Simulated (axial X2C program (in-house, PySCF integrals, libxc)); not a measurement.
Potential curves of SiO⁻, without spin–orbit coupling

Calculated with an in-house all-electron X2C program for linear molecules (integrals from PySCF). Spin-free means the one-electron spin-free X2C Hamiltonian. Basis: Si dyall-av3z [9s8p3d2f], O dyall-av3z [7s6p3d2f] (cores contracted in-house); Gaussian nuclei, density fitting, unrestricted open shells. Masses: Si 27.977 u, O 15.995 u.

State: M_S = 1/2, Λ = 1 (beyond evenly filled blocks: π+α). Energies in cm⁻¹ from the fragments at the same level (Si- + O). Fits are polynomials in 1 − R0/R over 0.85 to 1.23 times the lowest point R0.

| R (Å) | r2SCAN | CCSD(T) | CCSD | PBE0 |
| --- | --- | --- | --- | --- |
| 1.3581 | -42632 |  |  | -41934 |
| 1.4205 | -49138 | -47803 | -46037 | -48309 |
| 1.4673 | -51936 | -50815 | -48887 | -51025 |
| 1.5142 | -53397 | -52484 | -50391 | -52414 |
| 1.5610 | -53830 | -53114 | -50850 | -52779 |
| 1.6156 | -53364 | -52864 | -50392 | -52232 |
| 1.6703 | -52133 | -51835 | -49142 | -50915 |
| 1.7405 | -49789 | -49727 | -46735 | -48449 |
| 1.8264 | -46216 |  |  | -44701 |
| 1.9512 | -40406 |  |  | -38603 |

Correlated methods: 11 electrons correlated (number of frozen shells: Si 2 s, 1 p; O 1 s), 199 virtual spin orbitals or spinors in MP2, 90 natural virtuals in coupled cluster.

The state is one determinant whose occupation by symmetry is held fixed; it was picked as the lowest of a PBE0 search that is not exhaustive. De is counted from the lowest determinant-based energies of the atoms at the same level, without counterpoise correction. CCSD and (T) use frozen natural virtuals with an MP2 correction for the truncation; (T) itself is uncorrected, so its De runs slightly low. The highest occupied level is positive at some bond lengths even in Hartree–Fock (under at least one Hamiltonian), so the basis set holds the extra electron there; where that holds at Re the anion is at best weakly bound and its constants depend on the basis. The functionals have no current-density term, which raises determinants with orbital currents, atoms included. Coupled cluster ran on the points near the minimum only. MP2 and coupled cluster on one determinant become unreliable at the stretched end.

Q: What are Re, ωe and De at the r2SCAN level?

A: At r2SCAN, spin-free: Re = 1.561 Å, ωe ≈ 1080 cm⁻¹, De = 6.67 eV to Si- + O; Be follows as 0.679 cm⁻¹.

Q: What are Re, ωe and De at the CCSD(T) level?

A: At CCSD(T), spin-free: Re = 1.573 Å, ωe ≈ 1050 cm⁻¹, De = 6.59 eV to Si- + O; Be follows as 0.669 cm⁻¹.

Q: Fit the CCSD curve near its minimum: give the equilibrium distance, the harmonic wavenumber and the well depth.

A: At CCSD, spin-free: Re = 1.562 Å, ωe ≈ 1090 cm⁻¹, De = 6.30 eV to Si- + O; Be follows as 0.679 cm⁻¹.

Q: What are Re, ωe and De at the PBE0 level?

A: At PBE0, spin-free: Re = 1.557 Å, ωe ≈ 1090 cm⁻¹, De = 6.54 eV to Si- + O; Be follows as 0.683 cm⁻¹.
